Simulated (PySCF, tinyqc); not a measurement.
CID on RHF in the sto-3g basis, frozen core, for LiH, spin multiplicity 1, step by step. The lowest restricted solution is unstable here: a spin-polarised one lies 0.0031 hartree lower (PySCF). One step of it, computed by the program tinyqc.

Problem. CID: determinants and Hamiltonian. Slater-Condon rules over spin orbitals, with the nuclear repulsion and the energy of the frozen orbital added and E(HF) subtracted on the diagonal. Only determinants linked to the reference directly or through others are kept (one block of an abelian symmetry group), so some states are absent.

one-electron integrals dressed by the frozen orbital, h + 2 (pq|11) - (p1|1q) (hartree):
```
           2          3          4          5          6
2  -0.686139   0.060076   0.000000   0.000000  -0.107621
3   0.060076  -0.333111   0.000000   0.000000   0.071700
4   0.000000   0.000000  -0.306808   0.000000   0.000000
5   0.000000   0.000000   0.000000  -0.306808   0.000000
6  -0.107621   0.071700   0.000000   0.000000  -0.321664
```

energy of the frozen orbital, 2 h_11 + (11|11) = -7.62483539 hartree

Two-electron integrals over orbitals (pq|rs), unique and non-zero (hartree); the lowest 1 orbital is frozen and left out:
```
(22|22) 0.449837    (32|22) -0.060076   (32|32) 0.021967    (33|22) 0.212939
(33|32) 0.014764    (33|33) 0.328007    (42|42) 0.021168    (43|42) 0.020380
(43|43) 0.041382    (44|22) 0.244231    (44|32) 0.014009    (44|33) 0.279474
(44|44) 0.312946    (52|52) 0.021168    (53|52) 0.020380    (53|53) 0.041382
(54|54) 0.016869    (55|22) 0.244231    (55|32) 0.014009    (55|33) 0.279474
(55|44) 0.279207    (55|55) 0.312946    (62|22) 0.107621    (62|32) -0.045005
(62|33) -0.018505   (62|44) -0.037448   (62|55) -0.037448   (62|62) 0.130839
(63|22) -0.058352   (63|32) 0.017965    (63|33) 0.036746    (63|44) 0.008311
(63|55) 0.008311    (63|62) -0.039725   (63|63) 0.031610    (64|42) -0.018372
(64|43) -0.011858   (64|64) 0.019169    (65|52) -0.018372   (65|53) -0.011858
(65|65) 0.019169    (66|22) 0.421455    (66|32) -0.049416   (66|33) 0.238708
(66|44) 0.258057    (66|55) 0.258057    (66|62) 0.096994    (66|63) -0.046635
(66|66) 0.416970
```

nuclear repulsion = 0.73462824 hartree

Hartree-Fock energy = -7.81264753 hartree

Give: determinants; H - E(HF) between determinants.

Solution.

Occupation strings over the orbitals (2 doubly, a alpha, b beta, 0 empty; spin orbitals ordered 1a 1b 2a 2b ...): 220000 202000 20a00b 200200 200020 20b00a 200002

H - E(HF) between determinants (hartree):
```
         220000   202000   20a00b   200200   200020   20b00a   200002
220000   0.0000   0.0220  -0.0450   0.0212   0.0212   0.0450   0.1308
202000   0.0220   0.5842   0.1084   0.0414   0.0414  -0.1084   0.0316
20a00b  -0.0450   0.1084   0.5064  -0.0119  -0.0119  -0.0316   0.0251
200200   0.0212   0.0414  -0.0119   0.6218   0.0169   0.0119   0.0192
200020   0.0212   0.0414  -0.0119   0.0169   0.6218   0.0119   0.0192
20b00a   0.0450  -0.1084  -0.0316   0.0119   0.0119   0.5064  -0.0251
200002   0.1308   0.0316   0.0251   0.0192   0.0192  -0.0251   0.6961
```
